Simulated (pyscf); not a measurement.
Structures and frequencies: ωB97X-D3(BJ)/def2-SVP in PySCF. MP2 and CC: frozen core, UHF for open shells. ΔMP2 is the change of the MP2 total energy from the triple- to the quadruple-zeta basis.

Problem. What is the homolytic dissociation enthalpy (298 K, CCSD(T)/def2-TZVPP + ΔMP2(QZVPP)) of the H–O bond of `[OH][C][OH]` [singlet], to O=C•–OH + H•?

Solution. H–O to O=C•–OH + H•: 2.46 eV. The radicals are drawn with the spin at the cut bond; how far it spreads was not checked. HO–C:–OH [singlet] lies 1.78 eV over its isomer O=CH–OH (electronic energy, ωB97M-D3(BJ)). Other isomers of O=C•–OH were not searched in full and may lie lower. The CCSD(T) − MP2 part came from Ansatz, without density fitting, on the same reference.
